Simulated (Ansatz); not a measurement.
Cartesian coordinates in Å:
```
C -1.210 0.614 -0.490
C 0.009 -0.201 -0.192
C 0.245 -1.380 -1.081
C 0.875 0.102 0.779
N 0.863 1.222 1.605
H -1.074 1.231 -1.386
H -2.070 -0.036 -0.684
H -1.491 1.285 0.325
H -0.597 -2.081 -1.046
H 0.354 -1.077 -2.129
H 1.149 -1.923 -0.798
H 1.741 -0.536 0.931
H 1.215 1.054 2.535
H -0.009 1.726 1.630
```

Total charge 0; spin multiplicity 1.

**Question.** List the r2SCAN/def2-TZVPP orbital energies in eV (Ansatz 0.2.0). (Estimate.)

**Answer.** Computed: Occupied: -385.27, -273.35, -272.74, -272.58, -272.54, -23.64, -20.47, -17.80, -17.01, -13.92, -12.85, -11.81, -10.73, -10.53, -9.47, -9.38, -8.96, -8.38, -8.04, -4.57. Lowest empty: 0.62, 1.05, 1.85, 2.06, 2.94, 3.11, 3.59, 4.01.
